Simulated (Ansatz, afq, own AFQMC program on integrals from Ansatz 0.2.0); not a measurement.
## B2H2, triplet: a scan with AFQMC

| atom | x (Å) | y (Å) | z (Å) |
| --- | --- | --- | --- |
| B | 0.0000 | 0.0000 | 0.5338 |
| B | 0.0000 | 0.0000 | -0.7412 |
| H | 0.0000 | 1.0479 | 1.1122 |
| H | 0.0000 | -1.0479 | 1.1122 |

The B1–B2 distance is changed with both sides rigid. Energies in mEh count from this geometry (1.275 Å) at the same level; the start stands on UHF, each point on the determinant named.

Basis 6-31G. Noble-gas cores (and the filled d shells of Ga–Kr and In–Xe) are frozen. Ansatz 0.2.0 and our own AFQMC program on the same integrals; the CISD trial comes from CCSD amplitudes, and released means the phaseless constraint is let go. Uncertainties: one standard error, sampling alone.

Cautions, each for one point or more: lower spins were not checked; raised T1 diagnostic.

| r(B1–B2) / Å | det. | T1 | weight | ⟨S²⟩ | CCSD(T) | ph-AFQMC/CISD | released AFQMC | FCI | CCSDT(Q) | r2SCAN | MP2 |
| --- | --- | --- | --- | --- | --- | --- | --- | --- | --- | --- | --- |
| 1.903 | UHF | 0.043 | 0.89 | 2.00 | -68.8 | -69.0 ± 0.1 | -69.2 ± 0.08 | -69.4 | -69.4 | -53.5 | -63.2 |
| 3.447 | UHF | 0.012 | 0.91 | 2.01 | 28.6 | 29.1 ± 0.08 | 28.9 ± 0.06 | 28.8 | 28.8 | 65.4 | 37.0 |
| 5.501 | UHF | 0.005 | 0.91 | 2.00 | 31.8 | 32.3 ± 0.08 | 32.3 ± 0.06 | 32.2 | 32.2 | 73.7 | 39.8 |

Weight is that of the determinant in the CISD state; at the start T1 is 0.023 and the weight 0.93, and ⟨S²⟩ is 2.01. Largest departures from full CI: CCSD(T) 0.6 mEh at 1.903 (on UHF), ph-AFQMC/CISD 0.4 mEh at 1.903 (on UHF), released AFQMC 0.2 mEh at 1.903 (on UHF), CCSDT(Q) 0.0 mEh at 1.903 (on UHF), r2SCAN 41.5 mEh at 5.501, MP2 8.2 mEh at 3.447 (on UHF). Functionals count only at points shown to share the start's state and spin. In this small basis the wave-function levels are far from their limit, so their gap to the functionals isn't the functionals' error.

Some points may be missing: those where a free walk finds a much lower state, and past Zn most of those on another determinant than at the start.

CCSDT and higher add their correlation energy to the determinant of the CCSD(T) run, since their own runs factorise the integrals more tightly (a shift of under 2 meV). A walk keeps the symmetry of its determinant, which the program's search chose and which needn't be the lowest solution, so a lower state of the same spin and another symmetry isn't excluded. Released energies are given only where the last usable release times agree within the noise; a slower fall can still hide under it.
